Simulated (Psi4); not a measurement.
**FNO-CCSD/cc-pV(D+d)Z (density fitting, occ tolerance 3e-05) run of C2H4F− (SMILES C[CH-]F)**

What is the energy change on altering one bond length of C2H4F− at FNO-CCSD/cc-pV(D+d)Z (density fitting, occ tolerance 3e-05)? 

Program for the calculation: Psi4 1.11.

### 1 The structure to begin with

C2H4F−: 7 atoms, total charge -1, spin state singlet. As SMILES, `C[CH-]F`. The coordinates come from a GFN2-xTB (4 decimals) relaxation.

Bond lengths: C1–C2 1.534 Å, C2–F3 1.512 Å, C1–H4 1.112 Å, C1–H5 1.097 Å, C1–H6 1.097 Å, C2–H7 1.137 Å. Angles: C1–C2–F3 104.2°, C1–C2–H7 105.5°, F3–C2–H7 100.0°, C2–C1–H4 116.8°, C2–C1–H5 108.1°, C2–C1–H6 110.3°, H4–C1–H5 107.2°, H4–C1–H6 106.6°, H5–C1–H6 107.6°.

### 2 A single-point energy at FNO-CCSD/cc-pV(D+d)Z (density fitting, occ tolerance 3e-05)

The input, c2h4f.sdf:

```

     RDKit          3D

  7  6  0  0  0  0  0  0  0  0999 V2000
   -0.4930    0.3603   -0.0919 C   0  0  0  0  0  0  0  0  0  0  0  0
    0.9690   -0.0473    0.1287 C   0  0  0  0  0  0  0  0  0  0  0  0
    0.8980   -1.1189    1.1932 F   0  0  0  0  0  0  0  0  0  0  0  0
   -1.2115   -0.4571   -0.3218 H   0  0  0  0  0  0  0  0  0  0  0  0
   -0.5274    1.0673   -0.9305 H   0  0  0  0  0  0  0  0  0  0  0  0
   -0.8806    0.8789    0.7942 H   0  0  0  0  0  0  0  0  0  0  0  0
    1.2455   -0.6832   -0.7721 H   0  0  0  0  0  0  0  0  0  0  0  0
  2  1  1  0
  3  2  1  0
  4  1  1  0
  5  1  1  0
  6  1  1  0
  7  2  1  0
M  CHG  1   2  -1
M  END
$$$$
```

The input, job.py:

```python
import psi4
from rdkit import Chem

psi4.set_memory('1600 MB')
psi4.set_num_threads(1)
psi4.set_output_file('output.dat', False)

rd = Chem.SDMolSupplier('c2h4f.sdf', removeHs=False, sanitize=False)[0]
xyz = rd.GetConformer().GetPositions()
atoms = '\n'.join(f'{a.GetSymbol()} {x:.4f} {y:.4f} {z:.4f}' for a, (x, y, z) in zip(rd.GetAtoms(), xyz))
mol = psi4.geometry('-1 1\n' + atoms + '\nno_reorient\nno_com')

psi4.set_options({
    'scf_type': 'df',
    'occ_tolerance': 3e-05,
})

energy_value = psi4.energy('fno-ccsd/cc-pV(D+d)Z')
print('E =', round(energy_value, 9))
```

Run with:

```bash
$ python job.py
```

output.dat:

```text
[...]
  Running in c1 symmetry.
[...]
  Nuclear repulsion =   69.247809158842671
[...]
  Multiplicity = 1
[...]
  Nalpha       = 13
  Nbeta        = 13
[...]
    Number of basis functions: 62
[...]
   @DF-RHF iter   1:  -177.28404045900081   -8.78520e-01   6.88874e-03 ADIIS/DIIS
[...]
   @DF-RHF iter  12:  -177.39340383278920   -4.77485e-12   5.02461e-09 DIIS
[...]
    Orbital Energies [Eh]
    ---------------------
    Doubly Occupied:
       1A    -25.967359     2A    -11.011689     3A    -10.981826
       4A     -1.254061     5A     -0.760779     6A     -0.548134
       7A     -0.384498     8A     -0.363070     9A     -0.345249
      10A     -0.321173    11A     -0.290118    12A     -0.215683
      13A     -0.038382
[...]
  @DF-RHF Final Energy:  -177.39340383278920
   => Energetics <=
    Nuclear Repulsion Energy =             69.2478091588426707
    One-Electron Energy =                -388.3183829790204982
    Two-Electron Energy =                 141.6771699873886519
    Total Energy =                       -177.3934038327892040
[...]
 Multipole Moments:
 ------------------------------------------------------------------------------------
     Multipole            Electronic (a.u.)      Nuclear  (a.u.)        Total (a.u.)
 ------------------------------------------------------------------------------------
 L = 1.  Multiply by 2.5417464519 to convert [e a0] to [Debye]
 Dipole X            :        -19.7886049           18.0733407           -1.7152643
 Dipole Y            :         14.4289994          -13.9578951            0.4711043
 Dipole Z            :        -19.4001969           18.3859014           -1.0142955
 Magnitude           :                                                    2.0476489
[...]
      * MP2 total energy:                   -177.878241939855
[...]
      * MP2 total energy:                   -177.878241939855
[...]
      * MP3 total energy:                   -177.903476440468
[...]
      * CCSD total energy:                  -177.911314109954
[...]
```

Standard output:

```text
E = -177.91131411
```

Run time: 8.4 s. Hardware: 1 thread of AMD EPYC 7B13 (Zen 3), shared host; peak memory 0.36 GiB.

### 3 The distorted shape

The input, job.json:

```json
{
 "schema_name": "qcschema_input",
 "schema_version": 1,
 "molecule": {
  "schema_name": "qcschema_molecule",
  "schema_version": 2,
  "symbols": ["C", "C", "F", "H", "H", "H", "H"],
  "geometry": [-1.20795262, 0.75785577, -0.21524925, 1.83118241, -0.08934625, 0.24328334, 1.69701185, -2.11443346, 2.2548968, -2.56564525, -0.78676857, -0.64971619, -1.2729403, 2.09381655, -1.80001138, -1.94035378, 1.73790553, 1.45904809, 2.35374837, -1.2910042, -1.45896305],
  "molecular_charge": -1,
  "molecular_multiplicity": 1,
  "fix_com": true,
  "fix_orientation": true
 },
 "driver": "energy",
 "model": {
  "method": "fno-ccsd",
  "basis": "cc-pV(D+d)Z"
 },
 "keywords": {
  "scf_type": "df",
  "occ_tolerance": 3e-05
 }
}
```

Run with:

```bash
$ psi4 --qcschema job.json -n 1 --memory 1600MB
```

stdout:

```text
[...]
  Running in c1 symmetry.
[...]
  Nuclear repulsion =   66.957058821647919
[...]
  Multiplicity = 1
[...]
  Nalpha       = 13
  Nbeta        = 13
[...]
    Number of basis functions: 62
[...]
   @DF-RHF iter   1:  -177.28861420838371   -1.08540e+00   6.47742e-03 ADIIS/DIIS
[...]
   @DF-RHF iter  12:  -177.38396537874996   -2.92744e-12   4.56777e-09 DIIS
[...]
    Orbital Energies [Eh]
    ---------------------
    Doubly Occupied:
       1A    -25.972963     2A    -11.018093     3A    -11.002488
       4A     -1.258027     5A     -0.736057     6A     -0.554846
       7A     -0.377411     8A     -0.358800     9A     -0.340976
      10A     -0.325299    11A     -0.297937    12A     -0.202759
      13A     -0.045736
[...]
  @DF-RHF Final Energy:  -177.38396537874996
   => Energetics <=
    Nuclear Repulsion Energy =             66.9570588216479194
    One-Electron Energy =                -383.6992662357665154
    Two-Electron Energy =                 139.3582420353686189
    Total Energy =                       -177.3839653787499628
[...]
 Multipole Moments:
 ------------------------------------------------------------------------------------
     Multipole            Electronic (a.u.)      Nuclear  (a.u.)        Total (a.u.)
 ------------------------------------------------------------------------------------
 L = 1.  Multiply by 2.5417464519 to convert [e a0] to [Debye]
 Dipole X            :        -17.1625326           15.5872944           -1.5752381
 Dipole Y            :         13.6641683          -13.2648947            0.3992736
 Dipole Z            :        -19.0070513           18.0126332           -0.9944181
 Magnitude           :                                                    1.9051672
[...]
      * MP2 total energy:                   -177.869992094521
[...]
      * MP2 total energy:                   -177.869992094521
[...]
      * MP3 total energy:                   -177.895777294830
[...]
      * CCSD total energy:                  -177.903765604518
[...]
```

The result, in JSON:

```text
{
 "driver": "energy",
 "model": {
  "method": "fno-ccsd",
  "basis": "cc-pV(D+d)Z"
 },
 "success": true,
 "return_result": -177.9037656045176,
 "properties": {
  "calcinfo_nbasis": 62,
  "calcinfo_nmo": 62,
  "calcinfo_nalpha": 13,
  "calcinfo_nbeta": 13,
  "calcinfo_natom": 7,
  "nuclear_repulsion_energy": 66.95705882164792,
  "return_energy": -177.9037656045176,
  "scf_one_electron_energy": -383.6992662357665,
  "scf_two_electron_energy": 139.35824203536862,
  "scf_dipole_moment": [-1.5752381294971176, 0.3992736177379861, -0.9944180842827386],
  "scf_total_energy": -177.38396537874996,
  "scf_iterations": 12,
  "mp2_same_spin_correlation_energy": -0.11741910413583576,
  "mp2_opposite_spin_correlation_energy": -0.3686076116350189,
  "mp2_singles_energy": 0.0,
  "mp2_doubles_energy": -0.48602671577085466,
  "mp2_correlation_energy": -0.48602671577085466,
  "mp2_total_energy": -177.86999209452082,
  "ccsd_same_spin_correlation_energy": -0.10667440926702408,
  "ccsd_opposite_spin_correlation_energy": -0.4131258165005991,
  "ccsd_singles_energy": 0.0,
  "ccsd_doubles_energy": -0.5198002257676232,
  "ccsd_correlation_energy": -0.5198002257676371,
  "ccsd_total_energy": -177.9037656045176,
  "ccsd_iterations": 16
 }
}
```

It took 8.4 s on 1 thread of AMD EPYC 7B13 (Zen 3), shared host; peak memory 0.33 GiB.

### 4 Results

At FNO-CCSD/cc-pV(D+d)Z (density fitting, occ tolerance 3e-05):

| quantity | value |
| --- | --- |
| first shape: total energy | -177.91131 Eh |
| first shape: HOMO energy (Hartree–Fock orbitals) | -1.04 eV |
| first shape: LUMO energy (Hartree–Fock orbitals) | 10.40 eV |
| first shape: HOMO–LUMO gap (to an unbound level, set by the basis) | 11.45 eV |
| first shape: correlation energy | -517.9 mEh |
| first shape: T1 diagnostic | 0.010 |
| distorted shape: total energy | -177.90377 Eh |
| distorted shape: HOMO energy (Hartree–Fock orbitals) | -1.24 eV |
| distorted shape: LUMO energy (Hartree–Fock orbitals) | 10.30 eV |
| distorted shape: HOMO–LUMO gap (to an unbound level, set by the basis) | 11.54 eV |
| distorted shape: correlation energy | -519.8 mEh |
| distorted shape: T1 diagnostic | 0.010 |
| energy change with the C1–C2 bond stretched from 1.534 to 1.687 Å | 0.205 eV |

With the C1–C2 bond stretched from 1.534 to 1.687 Å the energy rises by 0.21 eV (4.7 kcal/mol). The first shape isn't relaxed at this level, so the change isn't measured from a minimum.
